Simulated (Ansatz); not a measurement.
**CH4S, singlet: energies of several shapes or isomers**

Computed with Ansatz's Gaussian-basis code (development build); NEVPT3, MRCISD by development code. Basis cc-pV(T+d)Z, nonrelativistic, 6 orbitals frozen in the corrections; active space CAS(2,2). Restricted Hartree–Fock, then the lowest state-specific CASSCF solution met for each case. Coupled cluster stands on the determinant that it favours, not always the lowest RHF. Single-reference values can break down or jump between states where bonds are stretched. Solutions in different active orbitals can move differences by tenths of an eV and at times more than 1 eV.

Case A:

```xyz
6

C     0.0000   -0.0145   -1.6247
S     0.0000    0.0831    0.9136
H     0.0000   -1.2408    1.1230
H     0.0000    1.0173   -1.9765
H     0.8923   -0.5098   -2.0076
H    -0.8923   -0.5098   -2.0076
```

Case B:

```xyz
6

C     0.0000   -0.0190   -1.1504
S     0.0000    0.0866    0.6609
H     0.0000   -1.2330    0.8965
H     0.0000    1.0057   -1.5225
H     0.8923   -0.5218   -1.5234
H    -0.8923   -0.5218   -1.5234
```

Energy less that of case A, in eV:

| case | RHF/ROHF | CASSCF | CCSD(T) | SC-NEVPT2 | FIC-NEVPT2 | NEVPT3 |
| --- | --- | --- | --- | --- | --- | --- |
| B | -2.378 | -1.668 | -1.967 | -1.949 | -1.946 | -1.868 |

Give the MRCISD+Q energies against case A.

B: -1.921 eV (-44.3 kcal/mol).
